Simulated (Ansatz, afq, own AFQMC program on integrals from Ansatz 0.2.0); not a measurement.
**Ni, triplet in def2-SVP, levels against CCSDT(Q)**

A free Ni atom.

Basis def2-SVP. Noble-gas cores (and the filled d shells of Ga–Kr and In–Xe) are frozen. Integrals, coupled cluster, full CI and functionals: Ansatz 0.2.0; the random walks run on the same integrals in our own AFQMC program. ph-AFQMC/CISD is guided by a CISD state made of CCSD amplitudes; releasing the constraint for a short imaginary time cuts its bias at the price of noise, slowly where states lie close. Free AFQMC starts from the CCSD state and is never constrained. Its projection time is finite, and what remains of the start isn't in its error. ± is one standard error of the sampling. The metal's outer-core s and p shells are frozen, which shifts wave-function levels against functionals.

Determinant: UHF, the one that the program's search chose, which needn't be the lowest solution.

No full CI on the walks' own integrals is used here; CCSDT(Q) serves as the reference and is uncertain by about the last step of the cluster series.

Cautions: no relativity below Rb; outer-core shells of the metal frozen; the ph-AFQMC/CISD walk drifts between its halves (2.4 errors).

The T1 diagnostic is 0.0129. The weight of the determinant in the CISD state is 0.920, the ⟨S²⟩ of the determinant is 2.004 and the size of the correlated space is 10 electrons in 22 orbitals.

```json
{"level": "MP2", "correlation energy (eV)": "-5.0216"}
{"level": "CCSD", "correlation energy (eV)": "-5.2201"}
{"level": "CCSD(T)", "correlation energy (eV)": "-5.3586"}
```

(1) Estimate where free-projection AFQMC lies against CCSD(T) on the same integrals.

(1) 2.2 ± 1.0 kJ/mol above CCSD(T).

Reference: CCSDT(Q), correlation energy -5.348 eV. The released energy is read at 1.50 1/Eh (meV from the phaseless value at times in 1/Eh: 1 ± 11 at 0.24, 5 ± 9 at 0.50, -3 ± 11 at 1.00, 10 ± 12 at 1.50).

```json
{"level": "CCSD(T)", "E − E(reference) (kJ/mol)": "-1.0", "share of correlation (%)": "100.19"}
{"level": "CCSDT", "E − E(reference) (kJ/mol)": "-1.2", "share of correlation (%)": "100.24"}
{"level": "ph-AFQMC/HF", "E − E(reference) (kJ/mol)": "12.4 ± 2.9", "share of correlation (%)": "97.60"}
{"level": "ph-AFQMC/CISD", "E − E(reference) (kJ/mol)": "0.2 ± 0.8", "share of correlation (%)": "99.96"}
{"level": "released AFQMC", "E − E(reference) (kJ/mol)": "1.2 ± 1.2", "share of correlation (%)": "99.77"}
{"level": "free AFQMC", "E − E(reference) (kJ/mol)": "1.2 ± 1.0", "share of correlation (%)": "99.77"}
```

Free projections are given only where their last times agree within the noise and don't stop above the reference; a slow remainder of the start can still hide under it. A walk keeps the symmetry of its determinant, which the program's search chose and which needn't be the lowest solution, so a lower state of the same spin and another symmetry isn't excluded. Released energies are given only where the last usable release times agree within the noise; a slower fall can still hide under it.
